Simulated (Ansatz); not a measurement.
Two structures of CH₈Si₂, closed shell, reached by relaxing down either side of one saddle point (PBE0-D4/def2-TZVP). Energies are electronic, without zero-point energy. Ansatz 0.2.0; basis: def2-TZVPP and def2-QZVPP; cores frozen in the correlated methods. Extrapolation: Hartree–Fock as exp(−7.88 √X), correlation as X^−2.97. First:

```
11
angstrom
Si -0.2252 0.4299 -0.7117
C 1.6180 0.5178 -0.3695
H -0.4713 -0.1864 -2.0466
H -0.8090 1.8012 -0.7391
Si -1.3423 -0.8296 0.9145
H 2.1250 1.1086 -1.1356
H 2.0590 -0.4813 -0.3622
H 1.8104 0.9809 0.6007
H -2.8028 -0.8910 0.6347
H -0.8132 -2.2215 0.9512
H -1.1484 -0.2288 2.2637
```

Second:

| atom | x (Å) | y (Å) | z (Å) |
| --- | --- | --- | --- |
| Si1 | -0.7453 | 1.3835 | 0.4867 |
| C2 | 1.6301 | 0.4766 | -0.5308 |
| H3 | 0.6613 | 0.7568 | -0.9887 |
| H4 | -1.3145 | 1.3750 | -0.9318 |
| Si5 | -1.3714 | -0.9026 | 0.7319 |
| H6 | 1.8860 | -0.4905 | -0.9635 |
| H7 | 1.6023 | 0.3810 | 0.5554 |
| H8 | 2.3554 | 1.2402 | -0.8040 |
| H9 | -2.8447 | -0.8833 | 0.9854 |
| H10 | -1.1258 | -1.7789 | -0.4502 |
| H11 | -0.7331 | -1.5579 | 1.9097 |

Q: Which bonds change from the first to the second?

A: CH₈Si₂ ([CH3][SiH2][SiH3]) → Si₂H₄ ([SiH][SiH3]) + CH₄; bonds formed: C2–H3; bonds broken: Si1–C2, Si1–H3.

Q: Give the saddle point's structure and its height above each. (Judge from chemistry; the value comes from the calculation.)

A: By the calculation: 70.50 kcal/mol above the first and 20.49 kcal/mol above the second (CCSD(T) at an estimated basis limit (MP2 extrapolated from triple and quadruple zeta, plus CCSD(T) − MP2 in triple zeta)).
```
11
angstrom
Si -0.3332 1.2573 0.3456
C 1.5207 0.6209 -0.3909
H 0.2046 -0.1240 -0.2917
H -0.9464 1.4396 -1.0318
Si -1.3137 -0.9221 0.6279
H 1.6878 -0.1263 -1.1733
H 2.1202 0.3620 0.4799
H 1.8487 1.5767 -0.8008
H -2.7551 -0.5796 0.7674
H -1.2223 -1.9801 -0.4240
H -0.8111 -1.5245 1.8916
```

T1 diagnostic: at most 0.014. The restricted Hartree–Fock reference is unstable towards an unrestricted one at one or more of these structures.

Losses and insertions of silylenes and their heavier kin drive the gas-phase chemistry of silicon and germanium vapour deposition.

Labels in which every atom is bracketed show which atoms are joined, not bond orders.

For scale, one of the runs: CCSD(T)/def2-TZVPP, 227 basis functions, launched by `ansatz run in.yaml --threads 4 --pin off --events-out ev --progress --plain --max-ram 9574MiB`. Hardware: 4 CPU threads of an AMD EPYC, shared host. Wall time 74 s; peak host memory 3.5 GiB.
